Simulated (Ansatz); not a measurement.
# CH8BN: the cost of one run

Computed with Ansatz 0.2.0, Gaussian basis. Level: PBE0-D4, def2-SVP first, then def2-TZVP.

152 further runs of the same task are left out: 152 set aside as unsound or not needed.

## Step 1: Where the work starts

The guess: 11 atoms, charge 0, spin multiplicity 1.

Atoms are counted from 1 here; the program's logs count them from 0.

Bond lengths: B1–H4 1.165 Å, B1–H5 1.165 Å, N2–C3 1.443 Å, N2–H8 1.010 Å, C3–H9 1.090 Å, C3–H10 1.096 Å, C3–H11 1.099 Å. Angles: H4–B1–H5 123.3°, C3–N2–H8 112.1°, N2–C3–H9 108.7°, N2–C3–H10 110.1°, N2–C3–H11 113.4°, H9–C3–H10 108.2°, H9–C3–H11 108.0°, H10–C3–H11 108.2°.

As a file:

```
B    -0.7759    1.1490    0.0441
N     0.4033   -0.1326    0.5123
C     0.3913   -1.3245   -0.3006
H    -1.3243    0.8772   -0.9473
H    -1.3202    1.5812    0.9795
H     0.6802    1.1086    0.0708
H     0.4352    2.0001   -0.2705
H     0.3091   -0.3422    1.4954
H     0.5157   -1.0373   -1.3444
H     1.2255   -1.9788   -0.0229
H    -0.5402   -1.9007   -0.2164
```

Distances that are to change: B1–H7 1.51 Å, N2–H6 1.35 Å, B1–N2 1.80 Å, H6–H7 0.99 Å.

## Step 2: Constrained relaxation of the guess

Contents of hold/in.yaml:

```yaml
crystal:
  periodic: [false, false, false]
  atoms:
    - {symbol: B, position_ang: [-0.775900, 1.149000, 0.044100]}
    - {symbol: N, position_ang: [0.403300, -0.132600, 0.512300]}
    - {symbol: C, position_ang: [0.391300, -1.324500, -0.300600]}
    - {symbol: H, position_ang: [-1.324300, 0.877200, -0.947300]}
    - {symbol: H, position_ang: [-1.320200, 1.581200, 0.979500]}
    - {symbol: H, position_ang: [0.680200, 1.108600, 0.070800]}
    - {symbol: H, position_ang: [0.435200, 2.000100, -0.270500]}
    - {symbol: H, position_ang: [0.309100, -0.342200, 1.495400]}
    - {symbol: H, position_ang: [0.515700, -1.037300, -1.344400]}
    - {symbol: H, position_ang: [1.225500, -1.978800, -0.022900]}
    - {symbol: H, position_ang: [-0.540200, -1.900700, -0.216400]}
basis:
  gaussian: {orbitals: def2-SVP}
hamiltonian: {xc: pbe0, dispersion: d4}
relax: {f_tol: 0.08, max_steps: 120, escape_saddle: false, constraints: [{distance: [0, 6]}, {distance: [1, 5]}, {distance: [0, 1]}, {distance: [5, 6]}]}
```

Started as:

```sh
$ ansatz run in.yaml --threads 2 --pin off --events-out ev --progress --plain --max-ram 4352MiB
```

**Question.** How long does this run take on 2 threads of Intel Xeon Platinum 8259CL at 2.50GHz, shared host?

About 15 s.
